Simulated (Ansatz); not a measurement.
A calculation with Ansatz (development build ahead of 0.2.0).

```yaml
crystal:
  periodic: [false, false, false]
  atoms:
    - { symbol: C, position_ang: [0.64605, 0.62772, 0.75299] }
    - { symbol: C, position_ang: [-0.15951, -0.16309, -0.18326] }
    - { symbol: "N", position_ang: [-0.78187, -0.77407, -0.90665] }
    - { symbol: H, position_ang: [0.98245, 1.54243, 0.26867] }
    - { symbol: H, position_ang: [0.04989, 0.88506, 1.62637] }
    - { symbol: H, position_ang: [1.51361, 0.05232, 1.07028] }
basis:
  gaussian: { orbitals: def2-TZVP }
total_charge: 1
magnetization:
  spin_polarized: true
  initial_magnetization: 1
hamiltonian:
  xc: hf
correlation:
  method: mp2
  frozen_orbitals: { C: 1, H: 0, "N": 1 }
output:
  forces: true
```

The input is written out in the form of the current development build from the run's settings.

The run gave:

* Converged: yes
* Reference energy: -131.57266 hartree
* Correlation energy: -0.43088 hartree
* Total energy: -132.00355 hartree
* Spin squared of the determinant: 0.756
* Stability test: minimum

Forces (eV/Å):
```json
{"atom": "C1", "Fx": "-1.179", "Fy": "-1.478", "Fz": "-0.361"}
{"atom": "C2", "Fx": "6.569", "Fy": "6.492", "Fz": "7.494"}
{"atom": "N3", "Fx": "-5.485", "Fy": "-5.382", "Fz": "-6.389"}
{"atom": "H4", "Fx": "0.110", "Fy": "0.399", "Fz": "-0.477"}
{"atom": "H5", "Fx": "-0.326", "Fy": "0.156", "Fz": "-0.013"}
{"atom": "H6", "Fx": "0.310", "Fy": "-0.188", "Fz": "-0.254"}
```

Caution: MP2 on this radical cation hangs on the determinant chosen; the determinant breaks the point group.
